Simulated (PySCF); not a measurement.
**SMILES P, H3P**

Molfile (atoms numbered from 1):
```
H3P
     RDKit          3D

  4  3  0  0  0  0  0  0  0  0999 V2000
   -0.0037    0.0053    0.5048 P   0  0  0  0  0  0  0  0  0  0  0  0
   -0.5815    1.0469   -0.2843 H   0  0  0  0  0  0  0  0  0  0  0  0
    1.1976   -0.0154   -0.2685 H   0  0  0  0  0  0  0  0  0  0  0  0
   -0.6119   -1.0250   -0.2763 H   0  0  0  0  0  0  0  0  0  0  0  0
  1  2  1  0
  1  3  1  0
  1  4  1  0
M  END
```

Level of theory: PySCF, GIAO B3LYP/aug-pcSseg-1 magnetisability, rotational g tensor and spin-rotation constants, non-relativistic, gas phase. Geometry: PBE0-D3(BJ)/def2-SVP.

Problem. Give the nuclear spin-rotation constants along the inertial axes (H = +C I·J) beside the isotropic shieldings.

Solution. Rotational constants 131.4432, 131.4387, 116.7818 GHz.
| atom | isotope | Caa (kHz) | Cbb (kHz) | Ccc (kHz) | mean (kHz) | σ (ppm) |
| --- | --- | --- | --- | --- | --- | --- |
| P1 | 31P | 121.022 | 121.017 | 124.535 | 122.192 | 568.5 |
| H2 | 1H | -8.110 | -8.110 | -7.837 | -8.019 | 29.4 |
| H3 | 1H | -8.109 | -8.109 | -7.838 | -8.019 | 29.4 |
| H4 | 1H | -8.110 | -8.110 | -7.837 | -8.019 | 29.4 |

Where two moments of inertia are equal or nearly so, the constants along those axes are given as their average.
For the geometry as given, no vibrational averaging.

Problem. How do the rotational constants and the g tensor change when H2, H3, H4 are replaced by deuterium?

Solution. Constants 68.2042, 68.2018, 58.4358 GHz; g 0.0175, 0.0175, -0.0090, against 0.0376, 0.0376, -0.0180 before.
